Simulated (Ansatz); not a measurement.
**Ligand exchange: SiH3(SiH3) + C5H11N → SiH2(NH2)(SiH3) + C5H10**

Gas-phase species: SiH3(SiH3) (disilane), singlet; C5H11N (cyclopentylamine) `NC1CCCC1`, singlet; SiH2(NH2)(SiH3), singlet; C5H10 (cyclopentane) `C1CCCC1`, singlet. The partners trade H for NH2: Si–H and C–NH2 bonds give way to Si–NH2 and C–H.

Shapes, held fixed at every level: PBE0-D4/def2-TZVP. Flexible molecules stand in one conformer, not always the lowest. Programs: Ansatz 0.2.0. Electronic energies: no zero-point or thermal term.

```
               level                   kind  ΔE (kJ/mol)  less CCSD(T)/CBS estimate
       HF/def2-TZVPP           Hartree–Fock       -104.6                       -4.2
   PBE-D4/def2-TZVPP                    GGA        -93.9                       +6.5
 BHLYP-D4/def2-TZVPP          global hybrid       -103.8                       -3.4
   B2PLYP/def2-TZVPP          double hybrid       -102.9                       -2.5
        MP2/def2-SVP    perturbation theory        -83.2                      +17.2
       CCSD/def2-SVP  coupled cluster or CI        -78.6                      +21.8
CCSD(T)/CBS estimate  coupled cluster or CI       -100.4                        0.0
```

The highest level, CCSD(T)/CBS estimate, gives ΔE = -100.4 kJ/mol; the levels span -104.6 to -78.6. The column of differences is taken from that level and isn't an error. No measured value is set beside it here. The CBS estimate extrapolates MP2 from def2-TZVPP and def2-QZVPP and adds CCSD(T) − MP2 in the triple-zeta set, cores frozen.
